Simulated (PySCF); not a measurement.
Compound: F2O2S.
Bonds: O1–S2 (double), S2–O3 (double), S2–F4, S2–F5.

Level of theory: PBE0-D3(BJ)/def2-SVP geometry optimisation, gas phase (PySCF 2.14.0).

Question: What internal coordinates does the optimisation give?

Answer: 
```json
{"bond": "O1=S2, S2=O3", "length (Å)": "1.424", "order": "double"}
{"bond": "S2–F4, S2–F5", "length (Å)": "1.576", "order": "single"}
```

Bonds in one row agree within 0.01 Å and their mean is given. Orders are formal, as drawn. A selection of angles:
```json
{"angle": "O1–S2–O3", "degrees": "125.8"}
{"angle": "O1–S2–F4", "degrees": "107.8"}
{"angle": "F4–S2–F5", "degrees": "94.7"}
```

S2 (sulfonyl sulfur) has angles from 94.7° to 125.8°.

Point group: C2v (every atom within 0.08 Å of its image). Whether it is a minimum is left open (no frequencies).

Time: 13 s; peak memory 0.33 GiB. Hardware: one thread of an Intel Xeon 6975P-C, shared host with 192 logical CPUs at a one-minute load of 152. This is the geometry optimisation.
